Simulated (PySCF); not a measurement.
# OH− (hydroxide): revPBE/aug-cc-pVTZ

What is the energy change on altering one bond length of OH− (hydroxide) at revPBE/aug-cc-pVTZ? The job is set up through a Python script.

The calculation is run with PySCF 2.14.0.

2 further runs of the same task are left out: 2 set aside as unsound or not needed.

## (1) The molecule

OH− has 2 atoms, charge -1, and is taken as a singlet. SMILES: `[OH-]`. Geometry: relaxed at PBE0-D4/def2-TZVPD.

Bond lengths: O1–H2 0.964 Å.

## (2) A single-point energy at revPBE/aug-cc-pVTZ

Input file input.xyz:

```xyz
2

O      0.411800    -0.131800     0.212500
H     -0.411800     0.131800    -0.212500
```

Input file run.py:

```python
from pyscf import gto, dft

molecule = gto.M(
    atom='input.xyz',
    basis='aug-cc-pvtz',
    max_memory=1860,
    verbose=4,
    spin=0,
    charge=-1,
)

mf = dft.RKS(molecule)
mf.xc = 'revpbe'
mf.conv_tol = 1e-10
mf.grids.level = 5
mf.kernel()
if not mf.converged:
    mf = mf.newton().run(mf.mo_coeff, mf.mo_occ)

etot = mf.e_tot
print('E = %.10f Eh' % etot)
```

The run is started by

```bash
$ OMP_NUM_THREADS=1 python run.py
```

The log of the run:

```text
PySCF version 2.14.0

[INPUT] num. atoms = 2
[INPUT] num. electrons = 10
[INPUT] charge = -1
[INPUT] spin (= nelec alpha-beta = 2S) = 0
[INPUT] symmetry False subgroup None
[INPUT] Mole.unit = angstrom
[INPUT] Symbol           X                Y                Z      unit          X                Y                Z       unit  Magmom
[INPUT]  1 O      0.411800000000  -0.131800000000   0.212500000000 AA    0.778189218096  -0.249065903218   0.401566801470 Bohr   0.0
[INPUT]  2 H     -0.411800000000   0.131800000000  -0.212500000000 AA   -0.778189218096   0.249065903218  -0.401566801470 Bohr   0.0

nuclear repulsion = 4.39356704194782
number of shells = 22
number of NR pGTOs = 83
number of NR cGTOs = 69
basis = aug-cc-pvtz
ecp = {}

[... 36 lines left out ...]
WARN: HOMO 0.271663872589333 == LUMO 0.271663872729253
[... 22 lines left out ...]
converged SCF energy = -75.8113275409089
E = -75.8113275409 Eh
```

Wall time 5.7 s (1 thread of Intel Xeon at 2.70GHz, shared host); peak memory 0.31 GiB.

## (3) The distorted shape, same level

Input file input.py:

```python
from pyscf import gto, dft

molecule = gto.M(
    atom='''
O      1.556341    -0.498120     0.803115
H     -0.778189     0.249066    -0.401567
''',
    basis='aug-cc-pvtz',
    verbose=3,
    unit='bohr',
    charge=-1,
    max_memory=1860,
)

ks = dft.RKS(molecule, xc='revpbe')
ks.grids.level = 5
ks.conv_tol = 1e-10
ks.kernel()
if not ks.converged:
    ks = ks.newton().run(ks.mo_coeff, ks.mo_occ)

e_tot = ks.e_tot
print(f'total energy: {e_tot:.8f} hartree')
```

The run is started by

```bash
$ OMP_NUM_THREADS=1 python input.py
```

The log of the run:

```text
converged SCF energy = -75.738926475255
total energy: -75.73892648 hartree
```

Run time: 6 s. Hardware: 1 thread of Intel Xeon at 2.70GHz, shared host; peak memory 0.31 GiB.

## (4) What came out

Level: revPBE/aug-cc-pVTZ.

| quantity | value |
| --- | --- |
| first shape: total energy | -75.81133 Eh |
| first shape: HOMO energy | 2.28 eV |
| first shape: LUMO energy | 3.64 eV |
| first shape: HOMO–LUMO gap (to an unbound level, set by the basis) | 1.36 eV |
| distorted shape: total energy | -75.73893 Eh |
| distorted shape: HOMO energy | 2.05 eV |
| distorted shape: LUMO energy | 3.34 eV |
| distorted shape: HOMO–LUMO gap (to an unbound level, set by the basis) | 1.29 eV |
| energy change with the O1–H2 bond stretched from 0.964 to 1.445 Å | 1.970 eV |

In words: With the O1–H2 bond stretched from 0.964 to 1.445 Å the energy rises by 1.97 eV (45 kcal/mol). The first shape isn't relaxed at this level, so the change isn't measured from a minimum. The HOMO (first shape) lies at positive energy, 2.28 eV, as semi-local functionals often give for anions; only total energies tell whether the electron is bound. The HOMO (distorted shape) lies at positive energy, 2.05 eV, as semi-local functionals often give for anions; only total energies tell whether the electron is bound.
